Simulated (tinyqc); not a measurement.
UHF in the sto-3g basis, for H2O, spin multiplicity 1, step by step. One step of it, computed by the program tinyqc.

Question. Iteration 8 (converged): orbitals. Diagonalise F' = X^T F X, C = X C', fill 5 alpha and 5 beta electrons from the bottom; D(s) = C_occ C_occ^T. Each column has its largest component positive (the first on a tie).

converged F(alpha) (hartree):
```
             1O 1s      1O 2s     1O 2px     1O 2py     1O 2pz      2H 1s      3H 1s
1O 1s   -20.217352  -5.161756   0.000000   0.000000  -0.029853  -1.306977  -1.306977
1O 2s    -5.161756  -2.452578   0.000000   0.000000  -0.134090  -1.088864  -1.088864
1O 2px    0.000000   0.000000  -0.388247   0.000000   0.000000   0.000000   0.000000
1O 2py    0.000000   0.000000   0.000000  -0.356906   0.000000  -0.420052   0.420052
1O 2pz   -0.029853  -0.134090   0.000000   0.000000  -0.366011  -0.350833  -0.350833
2H 1s    -1.306977  -1.088864   0.000000  -0.420052  -0.350833  -0.625278  -0.412965
3H 1s    -1.306977  -1.088864   0.000000   0.420052  -0.350833  -0.412965  -0.625278
```

converged F(beta) (hartree):
```
             1O 1s      1O 2s     1O 2px     1O 2py     1O 2pz      2H 1s      3H 1s
1O 1s   -20.217352  -5.161756   0.000000   0.000000  -0.029853  -1.306977  -1.306977
1O 2s    -5.161756  -2.452578   0.000000   0.000000  -0.134090  -1.088864  -1.088864
1O 2px    0.000000   0.000000  -0.388247   0.000000   0.000000   0.000000   0.000000
1O 2py    0.000000   0.000000   0.000000  -0.356906   0.000000  -0.420052   0.420052
1O 2pz   -0.029853  -0.134090   0.000000   0.000000  -0.366011  -0.350833  -0.350833
2H 1s    -1.306977  -1.088864   0.000000  -0.420052  -0.350833  -0.625278  -0.412965
3H 1s    -1.306977  -1.088864   0.000000   0.420052  -0.350833  -0.412965  -0.625278
```

X:
```
            1O 1s      1O 2s    1O 2px     1O 2py     1O 2pz      2H 1s      3H 1s
1O 1s    1.024382  -0.145714  0.000000   0.000000  -0.010234   0.022977   0.022977
1O 2s   -0.145714   1.283462  0.000000   0.000000   0.116754  -0.324338  -0.324338
1O 2px   0.000000   0.000000  1.000000   0.000000   0.000000   0.000000   0.000000
1O 2py   0.000000   0.000000  0.000000   1.138824   0.000000  -0.259784   0.259784
1O 2pz  -0.010234   0.116754  0.000000   0.000000   1.052122  -0.145255  -0.145255
2H 1s    0.022977  -0.324338  0.000000  -0.259784  -0.145255   1.239043  -0.091810
3H 1s    0.022977  -0.324338  0.000000   0.259784  -0.145255  -0.091810   1.239043
```

Give: F' = X^T F X; orbital energies; coefficients C; F' = X^T F X; orbital energies; coefficients C; D(alpha) after iteration 8; D(beta) after iteration 8.

Answer.

F' = X^T F X (alpha) (hartree):
```
         1       2       3       4       5       6       7
1  -19.835  -2.697   0.000   0.000  -0.052  -0.219  -0.219
2   -2.697  -1.182   0.000   0.000   0.113  -0.560  -0.560
3    0.000   0.000  -0.388   0.000   0.000   0.000   0.000
4    0.000   0.000   0.000   0.006   0.000  -0.514   0.514
5   -0.052   0.113   0.000   0.000  -0.224  -0.320  -0.320
6   -0.219  -0.560   0.000  -0.514  -0.320   0.042  -0.115
7   -0.219  -0.560   0.000   0.514  -0.320  -0.115   0.042
```

orbital energies (alpha) (hartree): MO1 -20.226, MO2 -1.279, MO3 -0.650, MO4 -0.440, MO5 -0.388, MO6 0.630, MO7 0.812

coefficients C (alpha):
```
           MO1     MO2     MO3     MO4    MO5     MO6     MO7
1O 1s    0.994  -0.232   0.000   0.100  0.000  -0.141   0.000
1O 2s    0.028   0.821   0.000  -0.523  0.000   0.972   0.000
1O 2px   0.000   0.000   0.000   0.000  1.000   0.000   0.000
1O 2py   0.000   0.000   0.600   0.000  0.000   0.000   1.035
1O 2pz   0.004   0.134   0.000   0.809  0.000   0.701   0.000
2H 1s   -0.006   0.163   0.437   0.253  0.000  -0.833  -0.873
3H 1s   -0.006   0.163  -0.437   0.253  0.000  -0.833   0.873
```

F' = X^T F X (beta) (hartree):
```
         1       2       3       4       5       6       7
1  -19.835  -2.697   0.000   0.000  -0.052  -0.219  -0.219
2   -2.697  -1.182   0.000   0.000   0.113  -0.560  -0.560
3    0.000   0.000  -0.388   0.000   0.000   0.000   0.000
4    0.000   0.000   0.000   0.006   0.000  -0.514   0.514
5   -0.052   0.113   0.000   0.000  -0.224  -0.320  -0.320
6   -0.219  -0.560   0.000  -0.514  -0.320   0.042  -0.115
7   -0.219  -0.560   0.000   0.514  -0.320  -0.115   0.042
```

orbital energies (beta) (hartree): MO1 -20.226, MO2 -1.279, MO3 -0.650, MO4 -0.440, MO5 -0.388, MO6 0.630, MO7 0.812

coefficients C (beta):
```
           MO1     MO2     MO3     MO4    MO5     MO6     MO7
1O 1s    0.994  -0.232   0.000   0.100  0.000  -0.141   0.000
1O 2s    0.028   0.821   0.000  -0.523  0.000   0.972   0.000
1O 2px   0.000   0.000   0.000   0.000  1.000   0.000   0.000
1O 2py   0.000   0.000   0.600   0.000  0.000   0.000   1.035
1O 2pz   0.004   0.134   0.000   0.809  0.000   0.701   0.000
2H 1s   -0.006   0.163   0.437   0.253  0.000  -0.833  -0.873
3H 1s   -0.006   0.163  -0.437   0.253  0.000  -0.833   0.873
```

D(alpha) after iteration 8:
```
         1O 1s   1O 2s  1O 2px  1O 2py  1O 2pz   2H 1s   3H 1s
1O 1s    1.052  -0.215   0.000   0.000   0.054  -0.019  -0.019
1O 2s   -0.215   0.948   0.000   0.000  -0.312   0.001   0.001
1O 2px   0.000   0.000   1.000   0.000   0.000   0.000   0.000
1O 2py   0.000   0.000   0.000   0.360   0.000   0.262  -0.262
1O 2pz   0.054  -0.312   0.000   0.000   0.672   0.226   0.226
2H 1s   -0.019   0.001   0.000   0.262   0.226   0.281  -0.101
3H 1s   -0.019   0.001   0.000  -0.262   0.226  -0.101   0.281
```

D(beta) after iteration 8:
```
         1O 1s   1O 2s  1O 2px  1O 2py  1O 2pz   2H 1s   3H 1s
1O 1s    1.052  -0.215   0.000   0.000   0.054  -0.019  -0.019
1O 2s   -0.215   0.948   0.000   0.000  -0.312   0.001   0.001
1O 2px   0.000   0.000   1.000   0.000   0.000   0.000   0.000
1O 2py   0.000   0.000   0.000   0.360   0.000   0.262  -0.262
1O 2pz   0.054  -0.312   0.000   0.000   0.672   0.226   0.226
2H 1s   -0.019   0.001   0.000   0.262   0.226   0.281  -0.101
3H 1s   -0.019   0.001   0.000  -0.262   0.226  -0.101   0.281
```
